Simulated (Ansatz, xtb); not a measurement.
**CH2FS: which of two isomers lies lower**

Structure a is `FC[S]`, a doublet and structure b is `F[CH]S`, a doublet. Both are isolated molecules in the gas phase, relaxed with r2SCAN-D4/def2-TZVP, each in the lowest conformer that the search found.

Quicker runs give these differences E(b) − E(a): GFN2-xTB +0.765 eV; HF/STO-3G +0.807 eV (at GFN2-xTB geometries); r2SCAN-D4/def2-SVP +0.423 eV (at GFN2-xTB geometries).

Question: Estimate E(b) − E(a) at the level CCSD(T)/def2-TZVP.

Answer: Calculated at CCSD(T)/def2-TZVP: E(b) − E(a) = +0.578 eV, so structure a lies lower.

Level by level:

```json
{"level": "GFN2-xTB", "geometry": "GFN2-xTB", "E(b) − E(a) (eV)": "+0.765", "departure from the last row (eV)": "+0.187", "job, with rough time for the two": "optimisation, 0.27 s"}
{"level": "HF/STO-3G", "geometry": "GFN2-xTB", "E(b) − E(a) (eV)": "+0.807", "departure from the last row (eV)": "+0.229", "job, with rough time for the two": "single point, 1.4 s"}
{"level": "r2SCAN-D4/def2-SVP", "geometry": "GFN2-xTB", "E(b) − E(a) (eV)": "+0.423", "departure from the last row (eV)": "−0.155", "job, with rough time for the two": "single point, 5.6 s"}
{"level": "r2SCAN-D4/def2-TZVP", "geometry": "r2SCAN-D4/def2-TZVP", "E(b) − E(a) (eV)": "+0.410", "departure from the last row (eV)": "−0.168", "job, with rough time for the two": "optimisation, 1.7 min"}
{"level": "HF/def2-TZVP", "geometry": "r2SCAN-D4/def2-TZVP", "E(b) − E(a) (eV)": "+0.628", "departure from the last row (eV)": "+0.050", "job, with rough time for the two": "part of the CCSD(T) run"}
{"level": "MP2/def2-TZVP", "geometry": "r2SCAN-D4/def2-TZVP", "E(b) − E(a) (eV)": "+0.596", "departure from the last row (eV)": "+0.018", "job, with rough time for the two": "part of the CCSD(T) run"}
{"level": "CCSD(T)/def2-TZVP", "geometry": "r2SCAN-D4/def2-TZVP", "E(b) − E(a) (eV)": "+0.578", "departure from the last row (eV)": "", "job, with rough time for the two": "single point, 59 s"}
```

As drawn, b has 1 S–H in place of 1 C–H.

The levels shown agree on the order. The largest departure from CCSD(T)/def2-TZVP is that of HF/STO-3G, 0.229 eV.

With harmonic frequencies from r2SCAN-D4/def2-TZVP (ideal gas, rigid rotor, one conformer each, 298.15 K, 1 atm): on the last row, ΔE + ΔZPE = +0.481, ΔH = +0.494, ΔG = +0.474 eV.

Open shells are spin-unrestricted. The correlated steps freeze 7 core orbitals. Mirror images aren't counted in ΔG. Run with Ansatz 0.2.0, xtb 6.7.1; the last row on 2 threads of Intel(R) Xeon(R) Processor @ 2.50GHz (Skylake/Cascade Lake) on a shared host.
